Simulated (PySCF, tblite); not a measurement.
**H₂F₂, a solvent cluster: NMR shifts, interaction energy, infrared bands, spin-spin couplings and core binding energies**

The task here is to estimate one member of a computed series from the others.

Programs: tblite 0.8.0 and PySCF 2.14.0. All values are calculated, for the isolated system unless a continuum is named. Atoms count from 0, parts from 1.

### The system as given

4 atoms, charge 0, multiplicity 1; geometry: rigid parts in contact. Parts: 1 = atoms 0–1, `F`, charge 0; 2 = atoms 2–3, `F`, charge 0.

Set-up of the first run:

The job: settings as JSON, then the geometry in Å.

```
{"job": {"kind": "dock", "xc": "GFN2-xTB", "basis": "xTB"}, "charge": 0, "multiplicity": 1, "parts": [{"atoms": "0-1", "charge": 0, "multiplicity": 1}, {"atoms": "2-3", "charge": 0, "multiplicity": 1}]}
F      0.466217    -0.001576     0.003266
H     -0.466217     0.001576    -0.003266
F     -1.092642     2.004993     0.995919
H     -0.173711     1.867253     0.917951
```

Level: GFN2-xTB search for minima from random contacts, gas phase.

On the command line:

```
OMP_NUM_THREADS=1 python cluster_run.py task.json out
```

The driver reads the jobs from task.json and runs them one after another.

Among the steps run: Search for minima with GFN2-xTB; Optimising the geometry at PBE0-D3(BJ)/def2-TZVPD; NMR shieldings: PBE0/pcSseg-2; Coupled-cluster interaction energy: CCSD(T) and MP2.

One table of the session follows, with a row left open; its other results are not shown here.

It belongs to the step «Coupled-cluster interaction energy: CCSD(T) and MP2». 

```
                 method  interaction energy (kcal/mol)
         HF/aug-cc-pVDZ                          -3.71
        MP2/aug-cc-pVDZ                              ?
       CCSD/aug-cc-pVDZ                          -3.85
    CCSD(T)/aug-cc-pVDZ                          -3.97
         HF/aug-cc-pVQZ                          -3.79
        MP2/aug-cc-pVQZ                          -4.42
    SCS-MP2/aug-cc-pVQZ                          -4.05
      MP2, extrapolated                          -4.51
CCSD(T), limit estimate                          -4.55
```

**Question.** Estimate the row for MP2/aug-cc-pVDZ.

The run gave: interaction energy (kcal/mol): -3.94. In the column «interaction energy (kcal/mol)» it lies between CCSD(T)/aug-cc-pVDZ (-3.97) and CCSD/aug-cc-pVDZ (-3.85).
